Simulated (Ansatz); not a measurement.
**BNH₃ (quartet): from Hartree-Fock to the top rungs at distance B1–H4 along a hydrogen transfer = 1.285 Å, cc-pVDZ**

How much of the correlation energy of BNH₃ (quartet) does each wave-function method recover here?

Computed with Ansatz 0.2.0, Gaussian basis. Level: cc-pVDZ, core rule «outside noble gas», up to 2 orbitals frozen.

The runs, in order: UHF; CCSD(T) on ROHF; CCSD(T) on UHF; BCCD(T) on ROHF; CISD; CCSDT(Q) on ROHF; CCSDT(Q) on UHF; CASSCF and MRCISD+Q, 5 electrons in 5 orbitals; CASSCF and NEVPT2, 5 electrons in 5 orbitals.

15 further runs of the same task are left out: 6 for a known fault of the program, 1 for a mislabelled method, 7 that didn't finish, 1 set aside as unsound or not needed.

## 1. What is computed

The geometry derives from fragments relaxed apart (PBE0/def2-TZVP) and kept rigid, so it is no stationary point. A hydrogen atom is moved between rigid fragments.

5 atoms, charge 0, spin multiplicity 4.

Atoms are counted from 1 here; the program's logs count them from 0.

Bond lengths: B1–H2 1.193 Å, B1–H3 1.193 Å, B1–H4 1.285 Å, H4–N5 1.268 Å. Angles: H2–B1–H3 120.0°, H2–B1–H4 120.0°, H3–B1–H4 120.0°, B1–H4–N5 180.0°.

## 2. UHF

in.yaml reads:

```yaml
crystal:
  periodic: [false, false, false]
  atoms:
    - {symbol: B, position_ang: [-1.287694, 0.000000, 0.000000]}
    - {symbol: H, position_ang: [-1.884428, 1.033571, 0.000000]}
    - {symbol: H, position_ang: [-1.884428, -1.033571, 0.000000]}
    - {symbol: H, position_ang: [-0.002694, 0.000000, 0.000000]}
    - {symbol: N, position_ang: [1.265306, 0.000000, 0.000000]}
basis:
  gaussian: {orbitals: cc-pVDZ}
magnetization: {spin_polarized: true, initial_magnetization: 3}
hamiltonian: {xc: hf}
output: {orbitals: {seedname: orbitals}}
```

On the command line:

```bash
> ansatz run in.yaml --threads 1 --pin off --events-out ev --progress --plain --max-ram 2393MiB
```

The runs that follow: CCSD(T) on ROHF; CCSD(T) on UHF; BCCD(T) on ROHF; CISD; CCSDT(Q) on ROHF; CCSDT(Q) on UHF; CASSCF and MRCISD+Q, 5 electrons in 5 orbitals; CASSCF and NEVPT2, 5 electrons in 5 orbitals.

**Question.** What will the summary of the whole plan be? Wanted: UCCSDT(Q) below the RHF energy; RMP2 from UCCSDT(Q); UMP2 from UCCSDT(Q); RCCSD from UCCSDT(Q); RCCSD(T) from UCCSDT(Q); UCCSD(T) from UCCSDT(Q); RCCSDT(Q) from UCCSDT(Q); NEVPT2 pair from UCCSDT(Q); T1 diagnostic.

**Answer**, as computed:

```
                         quantity                                                   value
   UCCSDT(Q) below the RHF energy                                              -6.3684 eV
              RMP2 from UCCSDT(Q)                                             +1249.3 meV
              UMP2 from UCCSDT(Q)                                             +1244.3 meV
             RCCSD from UCCSDT(Q)                                              +134.7 meV
          RCCSD(T) from UCCSDT(Q)                                               +28.3 meV
          UCCSD(T) from UCCSDT(Q)                                               +26.9 meV
         RCCSDT(Q) from UCCSDT(Q)                                                +1.7 meV
       NEVPT2 pair from UCCSDT(Q)                                             +1217.0 meV
levels within 1 kcal/mol (43 meV)  RCCSD(T), UCCSD(T), BCCD(T), RCCSDT, UCCSDT, RCCSDT(Q)
                    T1 diagnostic                                                   0.024
```

What this shows: RCCSD(T) misses by +28.3 meV, 0.4 % of the correlation energy. These misses are within one basis, not against nature; the frozen cores of restricted and unrestricted runs differ, which can shift their rows.
